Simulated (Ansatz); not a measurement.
C₃H₄O₂, SMILES `OC#CCO`. The species carries charge 0 and has multiplicity 1.

Cartesian coordinates in Å:
```
O 1.196 0.975 -2.271
C 0.740 0.487 -1.153
C 0.309 -0.024 -0.155
C -0.254 -0.645 1.036
O -1.579 -0.244 1.323
H 1.525 1.872 -2.132
H 0.338 -0.375 1.914
H -0.188 -1.737 0.929
H -2.086 -0.310 0.510
```

(1) Give the diagnostics of a CCSD(T)/def2-TZVPP run (frozen core, the Gaussian-basis code of Ansatz). (Estimate.)

Answers

(1) Computed: T1 = 0.0120, largest single amplitude 0.014, largest double 0.033, (T) share of the correlation energy 4.1 %, 9 CCSD cycles. The RHF solution is stable towards an unrestricted one. T1 lies under the customary mark of 0.02 for closed shells.
